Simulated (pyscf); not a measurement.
## Four-centre exchange: H₂B–OH (SMILES BO) + SiH₄ (SMILES [SiH4]) → H₂B–SiH₃ (SMILES B[SiH3]) + H₂O (SMILES O)

Gas phase, singlet surface, charge 0. Bonds broken: B1–O2, Si6–H7. Bonds formed: B1–Si6, O2–H7. Single points on ωB97X-D3(BJ)/def2-SVP structures (PySCF, gas phase). Correlated levels are frozen-core, on RHF or UHF. ΔMP2 is the change of the MP2 total energy from the triple- to the quadruple-zeta basis.

Transition state (Å):

```xyz
10

B      0.0367     0.5651    -0.5721
O     -0.7305    -0.2100    -1.7242
H      1.2074     0.2632    -0.4869
H     -0.2868     1.7282    -0.5319
H     -0.1602    -0.9221    -2.0418
Si    -0.7467    -0.1290     1.3278
H     -0.9282    -0.4345    -0.5106
H      0.1478     0.7580     2.1225
H     -2.1706     0.1950     1.6393
H     -0.4931    -1.5489     1.7249
```

One imaginary mode, 1435i cm⁻¹; descent along it reached the two sides named, in the forms told below.

```json
[
 {"bond": "B1–O2", "change": "breaks", "reactant side (Å)": "1.351", "saddle": "1.586", "product side": "1.709"},
 {"bond": "Si6–H7", "change": "breaks", "reactant side (Å)": "1.492", "saddle": "1.872", "product side": "3.0"},
 {"bond": "B1–Si6", "change": "forms", "reactant side (Å)": "3.5", "saddle": "2.169", "product side": "2.028"},
 {"bond": "O2–H7", "change": "forms", "reactant side (Å)": "3.3", "saddle": "1.250", "product side": "0.969"}
]
```

Electronic energies relative to the separated reactants (kcal/mol):

```json
[
 {"level": "ωB97X-D3(BJ)/def2-TZVP", "barrier": "47.0", "reaction energy": "+39.9", "reverse barrier": "7.1"},
 {"level": "PBE/def2-TZVP", "barrier": "38.7", "reaction energy": "+40.6", "reverse barrier": "-1.9"},
 {"level": "r²SCAN/def2-TZVP", "barrier": "42.5", "reaction energy": "+41.8", "reverse barrier": "0.6"},
 {"level": "B3LYP-D3(BJ)/def2-TZVP", "barrier": "49.1", "reaction energy": "+42.4", "reverse barrier": "6.7"},
 {"level": "PBE0-D3(BJ)/def2-TZVP", "barrier": "41.5", "reaction energy": "+40.0", "reverse barrier": "1.5"},
 {"level": "M06-2X/def2-TZVP", "barrier": "49.0", "reaction energy": "+43.0", "reverse barrier": "6.1"},
 {"level": "ωB97M-D3(BJ)/def2-TZVP", "barrier": "48.8", "reaction energy": "+42.6", "reverse barrier": "6.2"},
 {"level": "HF/def2-TZVP", "barrier": "74.2", "reaction energy": "+43.5", "reverse barrier": "30.7"},
 {"level": "MP2/def2-QZVPP", "barrier": "48.0", "reaction energy": "+40.9", "reverse barrier": "7.0"},
 {"level": "CCSD/def2-TZVPP", "barrier": "53.3", "reaction energy": "+40.2", "reverse barrier": "13.1"},
 {"level": "CCSD(T)/def2-TZVPP", "barrier": "49.8", "reaction energy": "+40.4", "reverse barrier": "9.4"},
 {"level": "CCSD(T)/def2-TZVPP + ΔMP2(QZVPP)", "barrier": "49.5", "reaction energy": "+39.7", "reverse barrier": "9.8"}
]
```

With CCSD(T)/def2-TZVPP + ΔMP2(QZVPP) energies and thermal terms (ideal gas, 1 atm, RRHO with modes under 100 cm⁻¹ raised to 100, one conformer, R ln 2 for chiral ones without a mode under 150 cm⁻¹), in kcal/mol:

| T (K) | ΔH‡ | ΔG‡ | ΔH | ΔG |
|---|---|---|---|---|
| 298 | 49.1 | 58.9 | +39.4 | +37.6 |
| 600 | 49.8 | 68.6 | +40.4 | +35.3 |
| 900 | 50.5 | 77.8 | +40.7 | +32.7 |
| 1200 | 51.3 | 86.8 | +40.8 | +30.0 |

On the product side the descent ends in an adduct with a B–O contact, 17.8 kcal/mol under the separated species and 24.8 kcal/mol under the saddle at ωB97X-D3(BJ)/def2-TZVP. At PBE the saddle lies under the separated products, which points to a path from their complex (located at ωB97X-D3(BJ) alone), and parting the products costs more than the saddle. What is counted as broken (B–O) persists as a longer contact in the product adduct; parting that adduct is a step of its own. The same reactants have a lower exit, to BH₃ + HO–SiH₃ (highest point, the separated products, at +17.2 kcal/mol at ωB97M-D3(BJ), against +48.8 kcal/mol here). One saddle was located; it need not be the lowest between these sides. The CCSD(T) − MP2 part came from Ansatz, without density fitting, on the same reference.
